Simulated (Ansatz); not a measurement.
C2H4, relaxed as a singlet with RKS r2SCAN-D4/def2-TZVP in Ansatz, starting from the GFN1-xTB geometry. Force threshold 0.02 eV/Å.

The structure comes from a short search, and lower isomers may exist.

Start:

Cartesian coordinates in Å:
```
C 0.274 0.592 -0.098
C -0.275 -0.592 0.097
H -0.364 -1.029 1.083
H 0.366 1.031 -1.083
H -0.667 -1.189 -0.717
H 0.666 1.187 0.718
```

```
step  energy (eV)  largest force component (eV/Å)  SCF passes
   1   -2137.7607                           0.301          24
   2   -2137.7630                           0.126          31
   3   -2137.7635                           0.082          30
   4   -2137.7636                           0.001          30
```

Force components are those of the run's own axes.

End:

```xyz
6

C     0.276    0.594   -0.098
C    -0.276   -0.594    0.098
H    -0.362   -1.026    1.090
H     0.362    1.026   -1.090
H    -0.665   -1.184   -0.725
H     0.665    1.184    0.725
```

By distances, no bond broke or formed. The bond that changes most is C1–C2, from 1.32 to 1.33 Å (atoms count from 1).

No frequencies were taken in this run, so the end may be a saddle point.

Hardware: 4 threads of Intel Xeon 6975P-C on a shared host. Wall time 1.6 s.
